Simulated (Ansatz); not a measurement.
`C/N=C(/O)F` and `C/N=C(/O)Cl` differ in one element.

Ansatz, PBE0-D4/def2-TZVP geometries, multiplicity 1. Each molecule was computed in one conformer, which needn't be the lowest.

```
                                                                                  property  `C/N=C(/O)F`
                                                       LUMO energy (B3LYP/def2-TZVPP) / eV          0.58
                                                     HOMO energy (ωB97M-V/def2-TZVPP) / eV        -10.17
                                                     LUMO energy (ωB97M-V/def2-TZVPP) / eV          2.46
                                                      HOMO–LUMO gap (PBE0/def2-TZVPP) / eV          8.88
                                                         HOMO energy (PBE/def2-TZVPP) / eV         -6.49
ideal-gas entropy at 298 K and 1 bar (rigid rotor, harmonic PBE0-D4/def2-TZVP) / J/(mol·K)           307
```

(1) Give the same properties after the change, and the shifts. (Estimate.)

Results:

(1) Computed: 
| property | `C/N=C(/O)Cl` | shift |
| --- | --- | --- |
| LUMO energy (B3LYP/def2-TZVPP) / eV | 0.10 | -0.48 |
| HOMO energy (ωB97M-V/def2-TZVPP) / eV | -10.14 | 0.03 |
| LUMO energy (ωB97M-V/def2-TZVPP) / eV | 2.36 | -0.10 |
| HOMO–LUMO gap (PBE0/def2-TZVPP) / eV | 8.25 | -0.63 |
| HOMO energy (PBE/def2-TZVPP) / eV | -6.57 | -0.08 |
| ideal-gas entropy at 298 K and 1 bar (rigid rotor, harmonic PBE0-D4/def2-TZVP) / J/(mol·K) | 318 | 11 |

B3LYP here is the variant with VWN-RPA as its local correlation; programs differ in this.
